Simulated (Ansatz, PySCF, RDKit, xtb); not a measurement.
# Solving CH3LiO, step by step

Only the formula CH3LiO is given. Aim: find the structure of lowest free energy at 298.15 K, then its properties.

The funnel: GFN2-xTB relaxations, single points with a density functional, relaxations at PBE0-D3(BJ)/def2-SVP, harmonic vibrations, and a last energy at a higher level. All values are calculated.

4 further runs of the same task are left out: 4 set aside as unsound or not needed.

## 1. Drawing up candidates

All bonding patterns within simple valence rules are listed by program: one Lewis structure each, at most two rings and one unusual centre or charged pair. O–O, O–halogen and N–halogen bonds and N–N–N chains are not drawn. That gives 5 candidates.

```csv
label,SMILES,spin
c077,[Li-]1[CH2][OH+]1,singlet
c241,[CH2+][Li-][OH],singlet
c721,[Li][CH2]O,singlet
c779,[Li][O]C,singlet
c918,[LiH-][O+]=C,singlet
```

Candidates are built by distance geometry, with a force field where one applies, in up to four conformers (letters a to d). 6 starts with atoms placed at random are added, to find patterns that the rules miss.

**Question.** With final energies at CCSD(T)/def2-TZVPP, which structure will this search put lowest in free energy, and by what margin?

| quantity | value |
| --- | --- |
| lowest structure found | [Li][O]C, singlet, C3v |
| next finalist | [Li]1[CH2][OH]1 ‡, singlet, 32.4 kcal/mol higher in G |
| share at equilibrium, among the finalists | 100.0 % |
| harmonic wavenumbers, lowest and highest (PBE0-D3(BJ)/def2-SVP) | 195 and 2937 cm⁻¹ |
| rotational constants, same geometry | 5.317, 0.3549 cm⁻¹ |
| dipole moment (PBE0/def2-TZVPD) | 5.32 D |
| HOMO energy (PBE0/def2-TZVPD) | -5.71 eV |
| LUMO energy (PBE0/def2-TZVPD) | -0.98 eV |
| HOMO–LUMO gap (PBE0/def2-TZVPD) | 4.73 eV |
| lowest excitation (TD-PBE0/def2-SVPD) | 3.63 eV (f = 0.014) |
| lowest triplet excitation, same level, Tamm-Dancoff | 3.57 eV |
| vertical ionisation energy | 8.13 eV |
| vertical electron affinity | 0.26 eV |
| vertical triplet less singlet | +3.85 eV |

The lowest structure found is `[Li][O]C`. Among the finalists first place is clear (32.4 kcal/mol); structures outside the list aren't covered. GFN2-xTB, HF/STO-3G, r2SCAN-D4/def2-SVP, PBE0-D3(BJ)/def2-SVP, HF/def2-TZVPP and MP2/def2-TZVPP already put its bonding pattern lowest among the structures in one piece. Lowest found is not proven lowest: the search is finite, and each finalist counts with one conformer. Patterns outside the rules of the enumeration were met only by chance. Bonds to the alkali or alkaline-earth atom are largely ionic, and its place along soft bends is ill-defined. The lowest isomer need not be the one that is made and kept in a bottle, which depends on barriers.

‡ marks the bonded skeleton alone, with all bonds drawn single: no Lewis structure was assigned that passes a check against the bond lengths.
